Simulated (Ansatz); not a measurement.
Single points on Al(NH2Me)H3 (CH₈AlN).

```yaml
crystal:
  periodic: [false, false, false]
  atoms:
    - {symbol: Al, position_ang: [-0.244598, -0.398673, -1.545514]}
    - {symbol: N, position_ang: [-0.253983, -0.432131, 0.498128]}
    - {symbol: C, position_ang: [0.435755, 0.724176, 1.114924]}
    - {symbol: H, position_ang: [0.177474, -1.300556, 0.806492]}
    - {symbol: H, position_ang: [-1.220734, -0.470137, 0.813330]}
    - {symbol: H, position_ang: [0.415401, 0.681241, 2.205784]}
    - {symbol: H, position_ang: [1.467280, 0.734491, 0.765643]}
    - {symbol: H, position_ang: [-0.051136, 1.636342, 0.772811]}
    - {symbol: H, position_ang: [1.338689, -0.409769, -1.800833]}
    - {symbol: H, position_ang: [-1.013557, 0.987653, -1.788290]}
    - {symbol: H, position_ang: [-1.050591, -1.752637, -1.842497]}
basis:
  gaussian: {orbitals: def2-TZVPP, initial_orbitals: start.molden}
correlation: {method: ccsd_t}
scf: {omitted_lower_state_checks: [starts]}
output: {orbitals: {seedname: orbitals}}
```

The file start.molden holds the orbitals of an earlier run on this structure, at another level or in another basis.

```sh
$ ansatz run in.yaml --threads 4 --pin off --events-out ev --progress --plain --max-ram 3916MiB
```

Shortened log:

```
Functional definition: HF
1226 factors; integrals over basis functions are off by at most 1.8e-3 eV
mean field evaluation 1: about -9222.4447 eV, gradient 2.5e1 eV
mean field evaluation 2: about -9223.0050 eV, gradient 6.0e-1 eV
mean field evaluation 4: about -9223.1540 eV, gradient 3.1e-3 eV
mean field evaluation 8: about -9223.1540 eV, gradient 1.2e-6 eV
mean field -9223.15404256 eV, -338.9446593856 hartree, gradient 1.6e-6 eV, S^2 0.000000; 0 other end points of the search recorded, 0 dependent functions left out
7 core orbitals not correlated: weight in the atoms' cores, before any rotation towards them, 1.000 or more for the frozen orbitals, at most 0.000 for the correlated occupied ones
reference -9223.15404256 eV, -338.9446593856 hartree; 10, 10 occupied and 199, 199 virtual orbitals, 1226 factors
second order -13.75201525 eV of doubles, -0.00000000 eV of singles
cycle   1  -14.55427771 eV  change   -8.0e-1 eV  update   7.6e-2
cycle   2  -14.98456643 eV  change   -4.3e-1 eV  update   2.3e-2
cycle   3  -15.02125207 eV  change   -3.7e-2 eV  update   7.2e-3
cycle   4  -15.01943322 eV  change    1.8e-3 eV  update   2.0e-3
cycle   5  -15.01988505 eV  change   -4.5e-4 eV  update   6.3e-4
cycle   6  -15.01979091 eV  change    9.4e-5 eV  update   1.8e-4
cycle   7  -15.01972999 eV  change    6.1e-5 eV  update   5.1e-5
cycle   8  -15.01973074 eV  change   -7.5e-7 eV  update   1.7e-5
perturbative correction -0.47354855 eV, -0.0174025884 hartree
Total energy: -9238.64732185 eV, -339.5140268979 hartree
Checks for a lower state left out: starts
```

It took 28 s on 4 threads of Arm Neoverse V2 on a shared host, peak host memory 3.1 GiB.

As the first input, with `gaussian: {orbitals: def2-TZVPD, initial_orbitals: start.molden}`, `hamiltonian: {xc: pbe0, dispersion: d4}` and without the key `correlation` (abridged; 1.3 s):

```
Functional definition: PBE0
mean field -9249.39481263 eV, -339.9089898993 hartree, gradient 1.0e-5 eV, S^2 0.000000
Total energy: -9249.53665159 eV, -339.9142023848 hartree
Checks for a lower state left out: starts
```

The first input with `gaussian: {orbitals: def2-TZVP, initial_orbitals: start.molden}`, `hamiltonian: {xc: {name: LC-wPBE, parameters: {omega: 0.1/bohr}}}` and without the key `correlation` (abridged; 1.3 s):

```
Functional definition: LC-wPBE
mean field -9249.49802483 eV, -339.9127828775 hartree, gradient 8.1e-6 eV, S^2 0.000000
Total energy: -9249.49802498 eV, -339.9127828831 hartree
Checks for a lower state left out: starts
```

As the first input, with `gaussian: {orbitals: def2-TZVP, initial_orbitals: start.molden}`, `hamiltonian: {xc: {name: B97M-V}}` and without the key `correlation` (abridged; 3.7 s):

```
Functional definition: B97M-V
mean field -9254.20636445 eV, -340.0858111671 hartree, gradient 1.5e-5 eV, S^2 0.000000
Total energy: -9254.20643322 eV, -340.0858136944 hartree
Checks for a lower state left out: starts
```

As the first input, with `gaussian: {orbitals: def2-TZVP, initial_orbitals: start.molden}`, `hamiltonian: {xc: {name: wB97X-V}}` and without the key `correlation` (abridged; 3.1 s):

```
Functional definition: wB97X-V
mean field -9253.98107280 eV, -340.0775318518 hartree, gradient 1.7e-5 eV, S^2 0.000000
Total energy: -9253.98107050 eV, -340.0775317671 hartree
Checks for a lower state left out: starts
```

As the first input, with `gaussian: {orbitals: def2-TZVP, initial_orbitals: start.molden}`, `hamiltonian: {xc: pbe0, dispersion: d4}`, `output: {forces: true, orbitals: {seedname: orbitals}}` and without the key `correlation` (abridged; 1.2 s):

```
Functional definition: PBE0
mean field -9249.37699180 eV, -339.9083349957 hartree, gradient 2.2e-5 eV, S^2 0.000000
Total energy: -9249.51882647 eV, -339.9135473237 hartree
Atom 0 force    -0.001008    -0.001570    -0.004534 eV/Å
Atom 1 force     0.075924     0.126093     0.203887 eV/Å
Atom 2 force    -0.129930    -0.217542    -0.119411 eV/Å
Atom 3 force    -0.026925     0.064541    -0.036648 eV/Å
Atom 4 force     0.069235     0.007356    -0.036878 eV/Å
Atom 5 force     0.000849     0.001373    -0.011562 eV/Å
Atom 6 force     0.007555     0.007260     0.003428 eV/Å
Atom 7 force     0.002875     0.010149     0.003517 eV/Å
Atom 8 force     0.018525     0.000167    -0.000444 eV/Å
Atom 9 force    -0.008718     0.016366    -0.000525 eV/Å
Atom 10 force    -0.008382    -0.014194    -0.000831 eV/Å
Dipole moment:     0.022798     0.028425     1.148298 e Å
Checks for a lower state left out: starts
```

First input, but with `gaussian: {orbitals: def2-TZVPD, initial_orbitals: start.molden}`, `hamiltonian: {xc: r2scan, dispersion: d4}` and without the key `correlation` (abridged; 2.3 s):

```
Functional definition: r2SCAN
mean field -9253.38116253 eV, -340.0554855558 hartree, gradient 1.1e-5 eV, S^2 0.000000
Total energy: -9253.42297350 eV, -340.0570220807 hartree
Checks for a lower state left out: starts
```

Geometry: r2SCAN-D4/def2-TZVP.

Correlated methods freeze 7 core orbitals.
